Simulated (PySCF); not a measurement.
**Highest orbital energy against ionisation energy along group 16**

Calculated with PySCF 2.14, no spin-orbit coupling. Each cell gives −ε(HOMO) / ΔSCF in eV; NIST values include spin-orbit coupling, (s) semi-empirical, (t) theoretical.

| species | UHF | LDA | PBE | PBE0 | r2SCAN | NIST (lowest levels) |
| --- | --- | --- | --- | --- | --- | --- |
| O (dyall-av2z, non-relativistic) | 14.101 / 11.982 | 7.405 / 13.981 | 7.542 / 14.030 | 9.421 / 13.815 | 7.845 / 13.673 | 13.618 |
| S (dyall-av2z, non-relativistic) | 10.212 / 9.217 | 6.138 / 10.579 | 6.104 / 10.415 | 7.363 / 10.391 | 6.367 / 10.373 | 10.360 |
| Se (dyall-av2z, non-relativistic) | 9.408 / 8.590 | 5.817 / 9.939 | 5.710 / 9.676 | 6.864 / 9.669 | 5.994 / 9.732 | 9.752 |
| Te (dyall-av2z, non-relativistic) | 8.444 / 7.779 | 5.424 / 9.051 | 5.289 / 8.774 | 6.305 / 8.780 | 5.527 / 8.806 | 9.010 |

**Question.** How far is −ε(HOMO) from ΔSCF on average for each method, and why?

**Answer.** UHF 1.15 eV; LDA -4.69 eV; PBE -4.56 eV; PBE0 -3.18 eV; r2SCAN -4.21 eV. Hartree-Fock orbital energies lack relaxation and so exceed the ΔSCF value; semilocal functionals have convex E(N) from self-interaction, so their HOMO lies far too high; exact exchange moves hybrids part of the way back.
